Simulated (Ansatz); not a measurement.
A made-up structure of CH$_{3}$BCl, doublet:

```
6
angstrom
B -0.7238 -0.5345 -0.3936
C 0.3120 -0.1472 0.1776
Cl 0.5082 1.7559 0.2475
H -1.4637 0.1564 -0.8221
H 1.1443 -0.6325 -0.4283
H 0.2230 -0.5980 1.2189
```

It is relaxed with PBE-D4/def2-SVP and then PBE0-D4/def2-TZVP (Ansatz 0.2.0). Atoms count as bonded within 1.22 times the sum of their covalent radii (H–H: 0.88 Å). The end point is not checked to be a true minimum.

(1) Does its bonding change? (Judge from chemistry; the calculation decides.)

## Answers

(1) The calculation gives: No: no bond forms or breaks.

Where it ends: The first stage lowers the energy by 2.31 eV in 6 steps. It ends as CH₃BCl ([BH][CH2][Cl]):
B1  (-0.908, -0.533, -0.497)
C2  (0.379, -0.122, 0.214)
Cl3  (0.685, 1.660, 0.348)
H4  (-1.794, 0.075, -1.005)
H5  (1.246, -0.556, -0.293)
H6  (0.393, -0.524, 1.232)
(Å)

Labels in which every atom is bracketed show which atoms are joined, not bond orders.

For scale, one of the runs: PBE0-D4/def2-TZVP relaxation, 117 basis functions, launched by `ansatz run in.yaml --threads 2 --pin off --events-out ev --progress --plain --max-ram 4352MiB`. Hardware: 2 CPU threads of an Arm Neoverse V1, shared host. Wall time about 18 s.
